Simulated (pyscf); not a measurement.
7 gas-phase steps of one pattern: hydrogen abstraction on the doublet surface, H–H broken and Ge–H or H–Si formed. Structures and frequencies: ωB97X-D3(BJ)/def2-SVP in PySCF. Electronic energies in kJ/mol, from the separated reactants; ΔE‡ at ωB97M-D3(BJ)/def2-TZVP, beside the barrier at B3LYP-D3(BJ)/def2-TZVP on the same structures. Rows were drawn at random from the steps of this pattern with a verified saddle, stable references and no exit in the data more than 5 kcal/mol lower.

| row | step | ΔE‡(B3LYP-D3(BJ)) | ΔE‡ |
|---|---|---|---|
| 1 | H₂N–Si•(NH₂)–NH₂ + H₂ -> H₂N–SiH(NH₂)–NH₂ + H• | 48.3 | ? |
| 2 | F–SiH•–O–SiH₃ + H₂ -> F–SiH₂–O–SiH₃ + H• | 55.3 | 58.1 |
| 3 | F–SiH₂• + H₂ -> F–SiH₃ + H• | 57.6 | 61.9 |
| 4 | H₃C–SiH•–CH₃ + H₂ -> H₃C–SiH₂–CH₃ + H• | 55.7 | 58.4 |
| 5 | H₃C–SiH₂• + H₂ -> H₃C–SiH₃ + H• | 59.2 | 63.1 |
| 6 | F–GeH₂• + H₂ → F–GeH₃ + H• | 87.2 | 96.1 |
| 7 | Cl–GeH•–Cl + H₂ → Cl–GeH₂–Cl + H• | 104.8 | 108.6 |

### Question
From a straight line through the complete rows, estimate the missing barrier and say how far the line can be trusted.

### Answer
Over the 6 complete rows the means are +70.0 (ΔE‡(B3LYP-D3(BJ))) and 74.4 (ΔE‡); least squares gives b = 1.05 and a = 0.9 kJ/mol, with residuals of 1.9 kJ/mol (root mean square; largest 3.6, row 6). For row 1: 0.9 + 1.05 × (+48.3) = 51.6 kJ/mol, an extrapolation. The computed barrier is 48.6 kJ/mol, 3.0 under the line. The line follows the complete rows closely. Each barrier is that of the saddle found. Elements up to Kr have no core potential and no relativistic terms here.
